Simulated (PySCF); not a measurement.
B3LYP has the VWN-RPA correlation part, as in Gaussian. 

Z-matrix (Å, degrees):
```
S
H 1 1.3472
```
Charge 0, spin multiplicity 2.

### Question
Give the highest occupied spin orbital, total energy and dipole moment at the level B3LYP-D3(BJ)/def2-TZVP in PySCF 2.14.0.

### Answer

| Item | Value |
|---|---|
| highest occupied spin orbital | -7.17 eV |
| total energy | -398.7748 Ha |
| dipole moment | 0.86 D |
